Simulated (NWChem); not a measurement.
**Correlation energy of H2Si**

```
Si
H 1 1.5340
H 1 1.5340 2 91.22
```
Charge 0, spin multiplicity 1.

All runs are NWChem calculations. All single points use one geometry, from PBE0/def2-SVP, a minimum by its harmonic frequencies.

Basis set: def2-TZVP. Each correlation energy counts from its own Hartree-Fock reference.

The correlated methods keep 5 core orbitals frozen. The structure started from a generated list of species. No row is a measurement; the coupled-cluster row has its own basis-set and correlation limits.

```
method        correlation energy (mHa)
------------  ------------------------
SCS-MP2                              …
MP2                                  …
CCSD                                 …
CR-CCSD(T)                      -133.9
CR-CCSD[T]                      -134.0
CCSD(T)                         -134.3
CCSD+T(CCSD)                    -134.4
```

Complete the blanks.


- SCS-MP2, correlation energy (mHa): -113.4
- MP2, correlation energy (mHa): -102.3
- CCSD, correlation energy (mHa): -130.8
